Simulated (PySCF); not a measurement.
Structure with atom numbers: `[SiH3:1][NH:2][SiH3:3]` (H(Xn): hydrogen on atom n).

Level of theory: KT3/pcSseg-2 with gauge-including orbitals, geometry from PBE0-D3(BJ)/def2-SVP, in PySCF 2.14 (relativity neglected, fast rotation and ring inversion assumed for equivalent nuclei, one computed conformer, no solvent).

References, each an isolated molecule treated in the same way: 1H, 29Si vs TMS; 15N against NH3.

```json
{"atoms": "N2", "nucleus": "15N", "count": "1", "δ (ppm)": "?"}
{"atoms": "Si1/Si3", "nucleus": "29Si", "count": "2", "δ (ppm)": "-48.0"}
{"atoms": "H(N2)", "nucleus": "1H", "count": "1", "δ (ppm)": "?"}
{"atoms": "H(Si1)/H(Si3)", "nucleus": "1H", "count": "6", "δ (ppm)": "4.73"}
```

**Question.** Estimate the values marked ?.

**Answer.** 
- H(N2): -0.82 ppm, hydrogen on a nitrogen bonded to 2 Si; labile proton, position sensitive to the medium
- N2: 0.7 ppm, nitrogen bonded to 2 Si, H

The OH or NH signal is concentration- and solvent-dependent in practice; the value given is the gas-phase one. Experimental scales use liquid or dissolved standards, which lie at an offset from isolated NH3 (liquid NH3: subtract about 20 ppm).
